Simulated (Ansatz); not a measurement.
# AlH2Si: the cost of one run

Program: Ansatz 0.2.0, Gaussian basis. Level of theory: def2-QZVPP, core rule «outside noble gas», up to 10 orbitals frozen. These are calculated values, not measurements.

To be run: UHF; ROHF; CCSD(T) on UHF.

**1. The system**

The geometry is a PBE0/def2-TZVP stationary point (not a proven minimum) of the parent state, kept for this charge and spin.

4 atoms, charge 0, spin multiplicity 2.

Atoms are counted from 1 here; the program's logs count them from 0.

Bond lengths: Si1–Al2 2.409 Å, Al2–H3 1.583 Å, Al2–H4 1.583 Å. Angles: Si1–Al2–H3 117.4°, Si1–Al2–H4 117.4°, H3–Al2–H4 125.2°.

**2. UHF**

The input, in.yaml:

```yaml
crystal:
  periodic: [false, false, false]
  atoms:
    - {symbol: Si, position_ang: [0.000000, 0.000000, 1.249328]}
    - {symbol: Al, position_ang: [0.000000, 0.000000, -1.159384]}
    - {symbol: H, position_ang: [0.000000, 1.405470, -1.888034]}
    - {symbol: H, position_ang: [0.000000, -1.405470, -1.888034]}
basis:
  gaussian: {orbitals: "def2-QZVPP.json"}
magnetization: {spin_polarized: true, initial_magnetization: 1}
hamiltonian: {xc: hf}
output: {orbitals: {seedname: orbitals}}
```

Launch:

```console
ansatz run in.yaml --threads 1 --pin off --events-out ev --progress --plain --max-ram 2393MiB
```

**Question.** How long does this run take on 1 thread of Arm Neoverse V2, shared host, and how much memory does it need?

About 41 s, with a peak of 0.49 GiB.
